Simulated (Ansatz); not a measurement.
This script makes vertical energies of changing the electron count of AlBH4S, SMILES B[S][AlH2] with Ansatz 0.2.0 through its Python package.

`albh4s.py`
```python
"""Removing and adding an electron on AlBH4S at fixed geometry."""

import logging
import sys

import ansatz as az
from ase import Atoms

logging.basicConfig(stream=sys.stdout, format="%(levelname)s %(message)s")
logger = logging.getLogger("calc")
logger.setLevel(logging.INFO)


def single_point(molecule, charge=0, unpaired=0):
    calc = molecule.calculation().basis(gaussian="aug-cc-pVDZ").correlation("ccsd_t")
    if charge:
        calc = calc.charge(charge)
    if unpaired:
        calc = calc.spin("collinear", total=unpaired)
    report = calc.run().report
    if report["published_state_doubts"]:
        print("  doubts:", report["published_state_doubts"])
    return report["free_energy_ev"]

atoms = Atoms(["B", "S", "Al", "H", "H", "H", "H"], positions=[
    [-1.3825, 0.2425, -0.4571],
    [0.1818, 0.6664, -1.3536],
    [1.3778, -0.2304, 0.3147],
    [-1.9018, -0.7333, -0.6577],
    [-1.8998, 1.0727, 0.2519],
    [1.7792, -1.7696, 0.3009],
    [1.9065, 0.6837, 1.5554],
])
molecule = az.Crystal.molecule_from_ase(atoms)

# total-energy differences at one geometry
parent = single_point(molecule, 0, 0)
cation = single_point(molecule, 1, 1)
logger.info(f"E(N)   = {parent:.5f} eV")
logger.info(f"E(N-1) = {cation:.5f} eV  (1 unpaired)")
logger.info(f"vertical ionisation energy {cation - parent:.3f} eV")
anion = single_point(molecule, -1, 1)
logger.info(f"E(N+1) = {anion:.5f} eV  (1 unpaired)")
logger.info(f"vertical electron affinity {parent - anion:.3f} eV" + ("" if anion < parent else " (unbound in this basis)"))
logger.info(f"fundamental gap IP - EA = {cation + anion - 2 * parent:.3f} eV")
```

What does it cost to change the electron count at this fixed geometry?

At this unrelaxed geometry removing an electron costs 9.14 eV and adding one releases 1.10 eV.

The run itself:

```console
$ python albh4s.py
INFO E(N)   = -18145.42772 eV
INFO E(N-1) = -18136.28424 eV  (1 unpaired)
INFO vertical ionisation energy 9.143 eV
INFO E(N+1) = -18146.52662 eV  (1 unpaired)
INFO vertical electron affinity 1.099 eV
INFO fundamental gap IP - EA = 8.045 eV
```

Total energies depend on the basis set; only differences at equal settings carry meaning. The geometry is a force-field or estimated start, not a minimum of this method, and the basis set is short of its limit. All parts are taken at fixed geometry, without zero-point energy. At an unrelaxed start these energies can be a whole eV from those at the minimum, and a small affinity can change sign. Run time: 110 s on 1 thread of Arm Neoverse V1 (shared host), peak memory 1.1 GiB.

(Lines on the test bed's own set-up are left out of the output.)
